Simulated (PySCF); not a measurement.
Point-charge models of methyl isobutyl sulfide, `CSCC(C)C` against its computed dipole.

Coordinates (GFN2-xTB, Å) and charges (e) from the PBE0/pcSseg-1 density (PySCF):

| atom | x | y | z | Mulliken | IAO | Hirshfeld | ESP-fitted |
| --- | --- | --- | --- | --- | --- | --- | --- |
| C1 | 2.701 | 0.084 | 0.381 | -0.3806 | -0.5058 | -0.1226 | -0.4957 |
| S2 | 1.545 | 1.482 | 0.343 | -0.0586 | +0.0661 | -0.0056 | -0.1686 |
| C3 | 0.221 | 0.785 | -0.695 | -0.2897 | -0.3360 | -0.0711 | -0.4715 |
| C4 | -0.606 | -0.303 | -0.016 | -0.3770 | -0.0912 | -0.0228 | +0.6219 |
| C5 | -1.629 | -0.852 | -1.009 | -0.2125 | -0.4166 | -0.1172 | -0.7439 |
| C6 | -1.302 | 0.240 | 1.228 | -0.2092 | -0.4222 | -0.1265 | -0.3179 |
| H7 | 2.898 | -0.249 | -0.634 | +0.1392 | +0.1491 | +0.0433 | +0.1706 |
| H8 | 3.616 | 0.450 | 0.836 | +0.1528 | +0.1681 | +0.0515 | +0.2182 |
| H9 | 2.292 | -0.725 | 0.980 | +0.1480 | +0.1487 | +0.0407 | +0.1631 |
| H10 | -0.410 | 1.637 | -0.946 | +0.1495 | +0.1512 | +0.0434 | +0.1934 |
| H11 | 0.689 | 0.412 | -1.607 | +0.1439 | +0.1379 | +0.0373 | +0.1669 |
| H12 | 0.061 | -1.121 | 0.280 | +0.1255 | +0.1227 | +0.0331 | -0.0361 |
| H13 | -2.313 | -0.065 | -1.320 | +0.1043 | +0.1345 | +0.0387 | +0.1649 |
| H14 | -2.210 | -1.648 | -0.549 | +0.1157 | +0.1408 | +0.0412 | +0.1731 |
| H15 | -1.138 | -1.251 | -1.894 | +0.1094 | +0.1358 | +0.0382 | +0.1650 |
| H16 | -1.840 | -0.554 | 1.741 | +0.1101 | +0.1366 | +0.0386 | +0.0523 |
| H17 | -2.011 | 1.018 | 0.953 | +0.0989 | +0.1314 | +0.0364 | +0.0847 |
| H18 | -0.575 | 0.667 | 1.915 | +0.1304 | +0.1488 | +0.0242 | +0.0594 |

Form Σ q r in debye for every column and set it beside the full dipole.

The full density gives (-0.15, -1.64, -0.62) D, 1.76 D in size; dipole vectors point from the negative to the positive end.

```json
{"scheme": "Mulliken", "μx": "-0.45", "μy": "-1.05", "μz": "-0.13", "size (D)": "1.15", "share of the full size (%)": "65", "angle to the full dipole (°)": "22"}
{"scheme": "IAO", "μx": "-0.05", "μy": "-0.40", "μz": "-0.17", "size (D)": "0.43", "share of the full size (%)": "25", "angle to the full dipole (°)": "4"}
{"scheme": "Hirshfeld", "μx": "0.22", "μy": "-0.25", "μz": "-0.34", "size (D)": "0.48", "share of the full size (%)": "27", "angle to the full dipole (°)": "46"}
{"scheme": "ESP-fitted", "μx": "-0.08", "μy": "-1.61", "μz": "-0.65", "size (D)": "1.74", "share of the full size (%)": "99", "angle to the full dipole (°)": "3"}
```

Which set comes closest?

Length of the difference vector: ESP-fitted 0.09 D, Mulliken 0.82 D, IAO 1.32 D, Hirshfeld 1.46 D. Closest: ESP-fitted. 

What is left for the Hirshfeld atoms' own dipoles?

The Hirshfeld atoms' densities add up to the full density, so μ = Σ q r + Σ (atomic dipoles). The atomic dipoles sum to (-0.15, -1.64, -0.62) − (0.22, -0.25, -0.34) = (-0.37, -1.39, -0.28) D, 1.46 D in size.

With the origin at the mean of the coordinates, (0.000, 0.000, -0.001) Å, which are the largest single terms, by size, of the Mulliken dipole along the direction of the full one?

C5 -1.32, H14 +1.07, H15 +1.01, H10 -0.83, C1 +0.81 D; all 18 atoms together +1.06 D. The single terms depend on the origin, their sum doesn't.

Give the size of the full dipole in other units.

1.76 D = 0.691 au = 0.365 e·Å = 5.85 × 10⁻³⁰ C·m.

Geometry: GFN2-xTB, one conformer, isolated molecule.

Shape of the structure used: `[CH3:1][S:2][CH2:3][CH:4]([CH3:5])[CH3:6]`: C1–S2–C3–C4 71°, S2–C3–C4–C5 -177°.
